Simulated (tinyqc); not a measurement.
Inside a calculation. Method: UHF in the sto-3g basis, for BH, spin multiplicity 3. This run ends on a higher stationary point, not on the lowest solution. One step of it, computed by the program tinyqc.

Problem. Iteration 2: diagonalisation and new density. Diagonalise F' = X^T F X, C = X C', fill 4 alpha and 2 beta electrons from the bottom; D(s) = C_occ C_occ^T. Each column has its largest component positive (the first on a tie).

extrapolated F(alpha) (hartree), lower triangle:
```
            1B 1s      1B 2s     1B 2px    1B 2py     1B 2pz      2H 1s
1B 1s   -7.160563
1B 2s   -2.122526  -1.024106
1B 2px   0.000000   0.000000  -0.118540
1B 2py   0.000000   0.000000   0.132055  0.296426
1B 2pz   0.005828   0.042042   0.000000  0.000000   0.027792
2H 1s   -0.036650  -0.083948   0.000000  0.000000  -0.094474  -0.113948
```

extrapolated F(beta) (hartree), lower triangle:
```
            1B 1s      1B 2s     1B 2px    1B 2py     1B 2pz      2H 1s
1B 1s   -7.102974
1B 2s   -2.080721  -0.629950
1B 2px   0.000000   0.000000   0.492087
1B 2py   0.000000   0.000000  -0.016983  0.438720
1B 2pz   0.000882  -0.091127   0.000000  0.000000   0.436349
2H 1s   -0.034858  -0.088575   0.000000  0.000000  -0.070527  -0.106892
```

X:
```
                1          2         3          4          5         6
1B 1s   -0.774479   0.288296  0.000000   0.000000  -0.259093  0.573261
1B 2s    0.827740  -0.116942  0.000000   0.000000  -0.122273  0.611537
1B 2px   0.000000   0.000000  0.911511  -0.411276   0.000000  0.000000
1B 2py   0.000000   0.000000  0.411276   0.911511   0.000000  0.000000
1B 2pz   0.137475   0.739633  0.000000   0.000000   0.662344  0.108234
2H 1s   -0.311242  -0.701689  0.000000   0.000000   0.612089  0.247699
```

Give: F' = X^T F X; orbital energies; coefficients C; F' = X^T F X; orbital energies; coefficients C; D(alpha) after iteration 2; D(beta) after iteration 2.

Solution.

F' = X^T F X (alpha) (hartree), lower triangle:
```
         1        2       3       4        5        6
1  -2.2439
2   1.0590  -0.4126
3   0.0000   0.0000  0.0507
4   0.0000   0.0000  0.2429  0.1272
5  -1.0554   0.5730  0.0000  0.0000  -0.7222
6   2.6876  -1.2585  0.0000  0.0000   1.5673  -4.2656
```

orbital energies (alpha) (hartree): MO1 -7.1666, MO2 -0.4325, MO3 -0.1570, MO4 -0.1418, MO5 0.0967, MO6 0.3349

coefficients C (alpha):
```
            MO1      MO2      MO3      MO4      MO5     MO6
1B 1s    0.9912  -0.3049   0.0000   0.0354  -0.0454  0.0000
1B 2s    0.0312   1.0208   0.0000  -0.1327   0.1649  0.0000
1B 2px   0.0000   0.0000   0.9601   0.0000   0.0000  0.2796
1B 2py   0.0000   0.0000  -0.2796   0.0000   0.0000  0.9601
1B 2pz  -0.0008  -0.0807   0.0000   0.4192   0.9133  0.0000
2H 1s   -0.0017   0.0999   0.0000   0.8587  -0.5272  0.0000
```

F' = X^T F X (beta) (hartree), lower triangle:
```
         1        2        3       4        5        6
1  -2.0125
2   0.9836  -0.1837
3   0.0000   0.0000   0.4703
4   0.0000   0.0000  -0.0312  0.4605
5  -1.1271   0.7939   0.0000  0.0000  -0.4851
6   2.8433  -1.2978   0.0000  0.0000   1.5006  -4.0826
```

orbital energies (beta) (hartree): MO1 -7.1073, MO2 -0.1575, MO3 0.0258, MO4 0.4338, MO5 0.4751, MO6 0.4970

coefficients C (beta):
```
            MO1      MO2      MO3     MO4      MO5      MO6
1B 1s    0.9928  -0.1544  -0.2594  0.0000   0.0437   0.0000
1B 2s    0.0257   0.5128   0.8959  0.0000  -0.1463   0.0000
1B 2px   0.0000   0.0000   0.0000  0.2796   0.0000   0.9601
1B 2py   0.0000   0.0000   0.0000  0.9601   0.0000  -0.2796
1B 2pz   0.0004   0.1467   0.0921  0.0000   0.9932   0.0000
2H 1s   -0.0015   0.7950  -0.5969  0.0000  -0.1925   0.0000
```

D(alpha) after iteration 2, lower triangle:
```
          1B 1s    1B 2s   1B 2px  1B 2py  1B 2pz   2H 1s
1B 1s    1.0766
1B 2s   -0.2850   1.0606
1B 2px   0.0000   0.0000   0.9218
1B 2py   0.0000   0.0000  -0.2685  0.0782
1B 2pz   0.0386  -0.1381   0.0000  0.0000  0.1823
2H 1s   -0.0018  -0.0120   0.0000  0.0000  0.3519  0.7473
```

D(beta) after iteration 2, lower triangle:
```
          1B 1s   1B 2s  1B 2px  1B 2py  1B 2pz   2H 1s
1B 1s    1.0095
1B 2s   -0.0537  0.2637
1B 2px   0.0000  0.0000  0.0000
1B 2py   0.0000  0.0000  0.0000  0.0000
1B 2pz  -0.0223  0.0752  0.0000  0.0000  0.0215
2H 1s   -0.1243  0.4076  0.0000  0.0000  0.1166  0.6320
```
